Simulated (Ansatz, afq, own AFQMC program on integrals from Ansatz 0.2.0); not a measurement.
# Atomization energy of PH₃, singlet, worked out

```tsv
atom	x (Å)	y (Å)	z (Å)
P	0.3489	-0.3293	-0.3357
H	0.6337	-0.0339	1.0326
H	-1.0111	-0.6661	-0.0570
H	0.0285	1.0293	-0.6399
```

Basis def2-TZVP. Only valence electrons are correlated. Ansatz 0.2.0 and our own AFQMC program on the same integrals; the CISD trial comes from CCSD amplitudes, and released means the phaseless constraint is let go. Error bars are statistical, one sigma.

Total energies in eV. CBS is CCSD(T) at the limit of def2-TZVPP/QZVPP (extrapolated itself); the highest rung of each member is named.

```csv
member,count,CCSD(T)/def2-TZVP,highest rung in def2-TZVP,which,CCSD(T)/CBS
P (quartet),+1,-9274.0048,-9274.0303,FCI,-9274.5665
H (doublet),+3,-13.6005,-13.6005,FCI,-13.6059
"PH₃, singlet",-1,-9324.7470,-9324.7767,CCSDT(Q),-9325.8771
```

**Question.** Work out the best estimate of the atomization energy: the CCSD(T)/CBS difference plus the step from CCSD(T) to the highest rung.

**Answer.** Sums with the counts: CCSD(T)/CBS 10.4929 eV, highest rung 9.9449 eV, CCSD(T)/def2-TZVP 9.9407 eV. The step is 9.9449 − 9.9407 = 0.0042 eV, so the best estimate is 10.4929 + (0.0042) = 10.4971 eV. The basis set is worth 0.552 eV of it. Zero-point, core-correlation and spin–orbit terms aren't in it. Past Ne the Hartree–Fock part of each CBS total tends to overshoot, since the cores don't follow the formula; that largely cancels in the difference.

Best estimates are given only where the step beyond CCSD(T) is under 0.3 eV and no member's determinant is very poor (T1 over 0.05, or 0.07 for open shells, ⟨S²⟩ too high by 0.3, two states mixed), so the hardest cases are missing from such tables.

CCSDT and higher add their correlation energy to the determinant of the CCSD(T) run, since their own runs factorise the integrals more tightly (a shift of under 2 meV). Each member of a difference takes its own highest rung, so a best estimate needn't equal the limit plus the step of one row.
